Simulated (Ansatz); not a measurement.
Results of PBE0 (Ansatz, an electronic-structure program, plane waves, PAW) for rutile SnO₂.

Run with plane-wave cutoff 460 eV, 6×6×8 k mesh (along the axes of the cell as run), Fermi–Dirac smearing 0.01 eV, scalar-relativistic PAW data made under PBE.

Cell (measured lattice):

Space group P4₂/mnm (No. 136); a = 4.737 Å, b = 4.737 Å, c = 3.186 Å, α = 90.00°, β = 90.00°, γ = 90.00°

```tsv
atom	site	symmetry	x	y	z
Sn	2a	m.mm	0.0000	0.0000	0.0000
O	4f	m.2m	0.3058	0.3058	0.0000
```

Problem. Estimate the band gap that the calculation returns.

Solution. 
- band gap = 3.73 eV (on the SCF k mesh)

Measured, for comparison: band gap 3.81 eV (zero-point renormalisation of 215 meV (computed, non-adiabatic AHC, without the lattice-expansion part) added back here to the 1.8 K gap of; inputs from Miglio et al. (2020), arXiv:2011.12765).

Note: cell and atoms aren't relaxed at this level (largest force component 0.02 eV/Å, pressure 1.5 GPa).

Spin–orbit coupling is not included.

The computed numbers hold no vibrational or temperature effects.

The result took very roughly 4 core-minutes.
